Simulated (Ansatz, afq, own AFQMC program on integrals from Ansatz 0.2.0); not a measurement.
AFQMC on a folder of integrals that Ansatz 0.2.0 wrote.

```yaml
crystal:
  periodic: [false, false, false]
  atoms:
    - {symbol: Os, position_ang: [0.000000, 0.000000, 0.000000]}
basis:
  gaussian: {orbitals: def2-SVP}
magnetization: {spin_polarized: true, initial_magnetization: 4}
correlation: {method: ccsd_t, electrons: outside_noble_gas, hamiltonian_folder: ham}
```

```sh
$ ansatz run in.yaml --threads 1 --pin off --events-out ev --progress --plain --max-ram 24576MiB --backend cuda --devices 0, --max-vram 18GiB
```

Options of the walk:

```
--method phaseless --trial hf --walkers 4000 --populations 20 --least-time 40 --time-step 0.005 --steps-per-block 20 --equilibration-blocks 112 --max-blocks 4000 --target-error 0.00051 --factor-cut 1e-05 --start spin_pure --seed 8359 --taylor-order 6
```

Times are imaginary, in 1/Eh. The walk had a cap of 49 s. With eight or more populations the least sampling time is a fifth of least-time, and the error comes from their spread. Core potentials past Kr, no spin–orbit coupling.

Output of the walk:

```
orbitals 28  electrons 6 2  factors 200 of 200
reference energy -89.83174442 Eh
CCSD correlation -0.13422498 Eh in 11 cycles, weight of the determinant in the CISD state 0.9260
energy of the start -89.831958 Eh
 block  time / (1/Eh)  mean weight  energy / Eh
     1     0.100  1.0006  -89.861855
     2     0.200  1.0009  -89.885416
     3     0.300  1.0011  -89.902545
     4     0.400  1.0009  -89.914569
     5     0.500  1.0006  -89.924972
     7     0.700  1.0007  -89.938298
     9     0.900  1.0006  -89.946539
    11     1.100  1.0003  -89.951897
    21     2.100  0.9999  -89.965640
    26     2.600  1.0000  -89.963295
    31     3.100  1.0001  -89.970406
    41     4.100  1.0002  -89.968319
    51     5.100  1.0000  -89.965719
    61     6.100  1.0000  -89.968088
    71     7.100  0.9999  -89.974377
    81     8.100  1.0000  -89.969505
    91     9.100  0.9999  -89.969672
   101    10.100  1.0004  -89.974428
   111    11.100  1.0001  -89.971283
   121    12.100  0.9999  -89.967579
   131    13.100  0.9999  -89.965195
   141    14.100  1.0000  -89.966253
   151    15.100  1.0001  -89.968057
   161    16.100  0.9997  -89.965125
   171    17.100  0.9998  -89.969725
   181    18.100  0.9997  -89.970284
   191    19.100  0.9997  -89.965214
   201    20.100  1.0001  -89.964307
   211    21.100  1.0004  -89.965561
   221    22.100  1.0001  -89.963329
   231    23.100  0.9995  -89.968838
error from the spread of 20 populations
energy -89.966942 +/- 0.000468 Eh
(rows thinned)
```

The run passed its tests (sampling time, drift between the halves within three errors, error under three times the target), which doesn't prove that it has relaxed.

Against this walk (error 12.7 meV) on the same determinant: CCSD(T) 49.2 meV lower, CCSDT(Q) 63.8 meV lower, CCSDTQ 63.7 meV lower, a separate phaseless walk with a CISD trial and standard settings 56.2 ± 12.9 meV lower. The error is statistical and leaves out the bias of the constraint. CCSDTQ is the surest value here, so the walk's 64 meV above it is most likely the bias of the constraint with this trial, which can have either sign.

Cautions: constraint bias not in the error; no spin-orbit coupling; outer-core shells of the metal frozen; the determinant is a saddle point among determinants of its kind.

The walk took 42 s on 1 × NVIDIA H100 80GB HBM3 with 1 thread of AMD EPYC 7R13 Processor (Zen 3), on a shared host (the card was shared). The log's last line is the phaseless energy.

CCSDT and higher add their correlation energy to the determinant of the CCSD(T) run, since their own runs factorise the integrals more tightly (a shift of under 2 meV). A walk keeps the symmetry of its determinant, which the program's search chose and which needn't be the lowest solution, so a lower state of the same spin and another symmetry isn't excluded.
